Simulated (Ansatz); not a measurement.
Elements on the sites of an ideal fcc lattice, at a guessed lattice constant:

```xyz
16
Lattice="-3.8703 3.8703 -3.8703 3.8703 3.8703 3.8703 3.8703 -3.8703 -3.8703" Properties=species:S:1:pos:R:3 pbc="T T T"
Ru    1.9352    3.8703   -1.9352
Rh    1.9352   -1.9352   -3.8703
Os    0.0000    0.0000   -3.8703
Os    1.9352    1.9352   -3.8703
Os    1.9352    0.0000   -1.9352
Os    3.8703    0.0000    0.0000
Os   -1.9352    1.9352   -3.8703
Os    0.0000    1.9352   -1.9352
Os    0.0000    0.0000    0.0000
Os    1.9352    1.9352    0.0000
Os   -1.9352    3.8703   -1.9352
Os    0.0000    3.8703    0.0000
Os    1.9352    3.8703    1.9352
Pt    3.8703   -1.9352   -1.9352
Pt    3.8703    1.9352   -1.9352
Pt    3.8703    1.9352    1.9352
```

Cell and atoms were relaxed without symmetry on coarser meshes and computed once more. Method: DFT PBE, scalar-relativistic, plane waves, PAW in Ansatz.

Cutoff 420 eV; k points 6×6×6 on the computed 16-atom cell (Γ-centred); Gaussian smearing, width 0.10 eV; no spin polarisation.

The relaxation ran on 3×3×3 k points with a smearing of 0.1 eV, from sites shaken by 0.02 Å.

**Question.** What does the relaxation give?

**Answer.** A volume of 14.45 Å³/atom and no gap on the mesh. It lies 0.14 eV/atom above the elements' standard states (static lattices, no corrections for gases). The atoms leave their sites by 0.02 Å (root mean square) and 0.04 Å at most, and the cell stretches by up to 0.2 % at fixed volume.

```
Ru Rh Os Pt
1.0
    -3.85532    3.87570   -3.86173
     3.85649    3.87688    3.86173
     3.86175   -3.87570   -3.86817
Ru Rh Os Pt
1 1 11 3
Direct
  0.74384 0.74610 0.49779
  0.25222 0.00271 0.75462
  0.50098 0.00216 0.49803
  0.74821 0.49843 0.74659
  0.25091 0.25292 0.49773
  0.99470 0.49447 0.49833
  0.74773 0.00273 0.24989
  0.49983 0.25133 0.25113
  0.00321 0.00224 0.00584
  0.25151 0.49853 0.24998
  0.74947 0.25294 0.00454
  0.50088 0.50031 0.00444
  0.25094 0.75457 0.00443
  0.99923 0.25143 0.75197
  0.50087 0.75038 0.75143
  0.99910 0.75001 0.25085
```

The final mesh leaves forces up to 0.09 eV/Å and stresses up to 0.3 GPa: the relaxation ran on a coarser mesh, so the cell's shape, its bonds and its energy belong partly to that mesh.

Spin-orbit coupling is left out, which matters for the bands of heavy elements.

Cost: 2 runs of about 6.6 core-minutes in all (earlier runs that led there not counted), on Intel Xeon 6975P-C (Granite Rapids) (shared hosts).